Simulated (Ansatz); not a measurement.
# CH7BSi (SMILES CB[SiH3]): MP2/6-311+G(d,p)

What is the energy change on altering one bond length of CH7BSi at MP2/6-311+G**? 

The calculation is run with Ansatz 0.2.0.

65 further runs of the same task are left out: 65 set aside as unsound or not needed.

**1. The molecule**

CH7BSi: 10 atoms, total charge 0, spin state singlet. SMILES: `CB[SiH3]`. The coordinates come from a PBE0-D4/def2-TZVP relaxation.

Bond lengths: C1–B2 1.550 Å, B2–Si3 2.018 Å, C1–H4 1.106 Å, C1–H5 1.092 Å, C1–H6 1.091 Å, B2–H7 1.201 Å, Si3–H8 1.491 Å, Si3–H9 1.491 Å, Si3–H10 1.494 Å. Some angles: C1–B2–Si3 124.4°, C1–B2–H7 118.6°, Si3–B2–H7 117.0°, B2–C1–H4 102.7°, B2–C1–H5 114.9°, B2–C1–H6 116.1°, B2–Si3–H8 111.7°, B2–Si3–H9 114.0°, B2–Si3–H10 107.9°, H4–C1–H5 105.3°.

**2. The energy at MP2/6-311+G(d,p)**

input.yaml

```yaml
crystal:
  periodic: [false, false, false]
  atoms:
    - symbol: C
      position_ang: [-1.087900, 0.975000, -0.576900]
    - symbol: B
      position_ang: [0.112000, 0.000300, -0.689900]
    - symbol: Si
      position_ang: [1.014100, -0.883100, 0.884800]
    - symbol: H
      position_ang: [-1.958400, 0.307500, -0.716200]
    - symbol: H
      position_ang: [-1.157900, 1.712200, -1.380000]
    - symbol: H
      position_ang: [-1.228600, 1.454100, 0.393400]
    - symbol: H
      position_ang: [0.516800, -0.288200, -1.783700]
    - symbol: H
      position_ang: [1.154200, -2.354100, 0.685500]
    - symbol: H
      position_ang: [0.324900, -0.654200, 2.186700]
    - symbol: H
      position_ang: [2.393700, -0.320800, 0.999300]
basis:
  gaussian:
    orbitals: 6-311+G_st__st_-spherical.json
correlation:
  method: mp2
  frozen_orbitals: {B: 1, C: 1, H: 0, Si: 5}
accuracy: high
```

The basis set 6-311+G** is read from a file made from the Basis Set Exchange's data (not shown).

Launch:

```
$ ansatz run input.yaml --threads 1 --pin off --max-ram 3480MiB --events-out events.jsonl --progress --plain --runs-dir runs
```

Output:

```text
Warning: RAYON_NUM_THREADS=1 ignored (pool sized by the plan → 1); use --threads N
Functional definition: HF
  name "HF"
  exchange = exact_x
  correlation = 0
2301 factors; integrals over basis functions are off by at most 4.2e-9 eV
mean field evaluation 1: about -9672.5294 eV, gradient 2.8e1 eV
mean field evaluation 2: about -9672.5323 eV, gradient 2.8e1 eV
mean field evaluation 4: about -9675.1015 eV, gradient 2.8e0 eV
mean field evaluation 8: about -9675.1421 eV, gradient 6.0e-5 eV
mean field -9675.14211593 eV, -355.5549147136 hartree, gradient 7.4e-9 eV, S^2 0.000000; 0 other end points of the search recorded, 0 dependent functions left out
7 core orbitals not correlated: weight in the atoms' cores, before any rotation towards them, 1.000 or more for the frozen orbitals, at most 0.000 for the correlated occupied ones
reference -9675.14211593 eV, -355.5549147136 hartree; 9, 9 occupied and 100, 100 virtual orbitals, 2301 factors
second order -9.53286981 eV of doubles, -0.00000000 eV of singles
Total energy: -9684.67498574 eV, -355.9052412175 hartree
```

It took 4.5 s on 1 thread of Arm Neoverse V2, shared host; peak memory 0.33 GiB.

**3. The distorted shape, same level**

run.yaml

```yaml
crystal:
  periodic: [false, false, false]
  atoms:
    - symbol: C
      position_ang: [-1.411734, 1.205796, 0.298123]
    - symbol: B
      position_ang: [-0.211834, 0.231096, 0.185123]
    - symbol: Si
      position_ang: [0.690266, -0.652304, 1.759823]
    - symbol: H
      position_ang: [-2.282234, 0.538296, 0.158823]
    - symbol: H
      position_ang: [-1.481734, 1.942996, -0.504977]
    - symbol: H
      position_ang: [-1.552434, 1.684896, 1.268423]
    - symbol: H
      position_ang: [0.516800, -0.288200, -1.783700]
    - symbol: H
      position_ang: [0.830366, -2.123304, 1.560523]
    - symbol: H
      position_ang: [0.001066, -0.423404, 3.061723]
    - symbol: H
      position_ang: [2.069866, -0.090004, 1.874323]
basis:
  gaussian: {orbitals: 6-311+G_st__st_-spherical.json}
total_charge: 0
correlation: {method: mp2, frozen_orbitals: {B: 1, C: 1, H: 0, Si: 5}}
accuracy: high
```

The basis set 6-311+G** is read from a file made from the Basis Set Exchange's data (not shown).

Launch:

```
$ ansatz run run.yaml --threads 1 --pin off --max-ram 3480MiB --events-out events.jsonl --progress --plain --runs-dir runs
```

Output:

```text
Warning: RAYON_NUM_THREADS=1 ignored (pool sized by the plan → 1); use --threads N
[... 4 set-up lines as earlier in the session ...]
2311 factors; integrals over basis functions are off by at most 6.6e-9 eV
mean field evaluation 1: about -9669.3026 eV, gradient 2.7e1 eV
mean field evaluation 2: about -9669.3054 eV, gradient 2.7e1 eV
mean field evaluation 4: about -9671.8356 eV, gradient 3.0e0 eV
mean field evaluation 8: about -9671.8881 eV, gradient 1.4e-4 eV
mean field -9671.88806438 eV, -355.4353305246 hartree, gradient 8.8e-9 eV, S^2 0.000000; 0 other end points of the search recorded, 0 dependent functions left out; unrestricted orbitals would lower it
mean field evaluation 16: about -9672.1348 eV, gradient 4.9e-1 eV
7 core orbitals not correlated: weight in the atoms' cores, before any rotation towards them, 1.000 or more for the frozen orbitals, at most 0.000 for the correlated occupied ones
reference -9671.88806438 eV, -355.4353305246 hartree; 9, 9 occupied and 100, 100 virtual orbitals, 2311 factors
second order -9.66095014 eV of doubles, -0.00000000 eV of singles
Total energy: -9681.54901452 eV, -355.7903638940 hartree
```

It took 4.8 s on 1 thread of Arm Neoverse V2, shared host; peak memory 0.34 GiB.

**4. Results**

Level: MP2/6-311+G**, 7 core orbitals frozen.

```
                                                         quantity          value
                                        first shape: total energy  -355.90524 Eh
         first shape: correlation energy (7 core orbitals frozen)     -350.3 mEh
                                    distorted shape: total energy  -355.79036 Eh
     distorted shape: correlation energy (7 core orbitals frozen)     -355.0 mEh
energy change with the B2–H7 bond stretched from 1.201 to 2.163 Å       3.126 eV
```

**Reading.** One bond (distorted shape) is far stretched, which a spin-restricted single reference describes badly; perturbation theory on it can break down and give far too much correlation. With the B2–H7 bond stretched from 1.201 to 2.163 Å the energy rises by 3.13 eV (72 kcal/mol). The first shape isn't relaxed at this level, so the change isn't measured from a minimum. A restricted reference can't describe the breaking bond well at this length. The restricted solution (distorted shape) is unstable to spin breaking: an unrestricted one lies lower.
